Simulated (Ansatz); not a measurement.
# CHB+ (doublet): wave-function methods side by side, def2-TZVPP

The task here is to estimate one member of a computed series from the others.

Program: Ansatz 0.2.0, Gaussian basis. Level of theory: def2-TZVPP, core rule «outside noble gas», up to 2 orbitals frozen. These are calculated values, not measurements.

To be run: UHF; ROHF; CCSD(T) on UHF.

2 further runs of the same task are left out: 2 set aside as unsound or not needed.

### The system

The geometry is a PBE0/def2-TZVP stationary point (not a proven minimum) of the parent state, kept for this charge and spin.

3 atoms, charge 1, spin multiplicity 2.

Atoms are counted from 1 here; the program's logs count them from 0.

Bond lengths: B1–C2 1.353 Å, C2–H3 1.071 Å. Angles: B1–C2–H3 180.0°.

The first run:

Contents of in.yaml:

```yaml
crystal:
  periodic: [false, false, false]
  atoms:
    - {symbol: B, position_ang: [0.000000, 0.000000, 1.259200]}
    - {symbol: C, position_ang: [0.000000, 0.000000, -0.094199]}
    - {symbol: H, position_ang: [0.000000, 0.000000, -1.165001]}
basis:
  gaussian: {orbitals: def2-TZVPP}
total_charge: 1
magnetization: {spin_polarized: true, initial_magnetization: 1}
hamiltonian: {xc: hf}
output: {orbitals: {seedname: orbitals}}
```

On the command line:

```sh
ansatz run in.yaml --threads 1 --pin off --events-out ev --progress --plain --max-ram 4096MiB --backend cpu
```

Among the steps run: UHF; ROHF; CCSD(T) on UHF.

One table of the session follows, with a row left open; its other results are not shown here.

It belongs to the step «Misses and costs». 

```
  method  from UCCSD(T) (meV)
    ROHF                    ?
     UHF              +4578.6
    UMP2               +959.2
   UCCSD               +216.1
UCCSD(T)                    0
```

**Question.** Estimate the row for ROHF.

The run gave: from UCCSD(T) (meV): +6242.5. In the column «from UCCSD(T) (meV)» it is the highest.

The program flags UCCSD(T) as in doubt (see the logs), so the zero of the table is itself unsure.

Caveats from the session: The determinant is far from a pure spin state, so its energy mixes those of several spin states (harmless only where they are near-degenerate, as at dissociation). The program flags UCCSD(T) as in doubt, so the zero of the table is itself unsure.
